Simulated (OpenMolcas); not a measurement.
# How basis sets differ on HCl (hydrogen chloride)

The species is HCl (2 atoms), meant as a singlet with charge 0. SMILES: `Cl`. The shape is that of a PBE0-D4/def2-TZVP optimisation.

```xyz
2

Cl    0.5460   -0.1785    0.2808
H    -0.5460    0.1785   -0.2808
```

Quantity: the dipole moment, in D. The values are calculated.

Measured value to compare with: NIST CCCBDB; in doubt: newer work gives another value gives the dipole moment of the gas as 1.08 D.

```csv
level,kind,program,value (D),computed − measured,CPU time
OLYP/def2-SV(P),GGA,OpenMolcas,1.33,+0.25,2.2 s
OLYP/def2-SVP,GGA,OpenMolcas,1.29,+0.21,2.3 s
OLYP/def2-TZVP,GGA,OpenMolcas,1.21,+0.13,2.6 s
OLYP/def2-TZVPP,GGA,OpenMolcas,1.16,+0.08,3.3 s
OLYP/def2-QZVP,GGA,OpenMolcas,1.12,+0.04,11 s
```

Nearest: OLYP/def2-QZVP (+0.04 D); farthest: OLYP/def2-SV(P) (+0.25 D). The measured dipole is a vibrational average, so differences of a few hundredths of a debye mean little. Magnitudes only. Times are those of the runs behind each value, whatever else they computed, on shared processors of several kinds: orders of magnitude only.
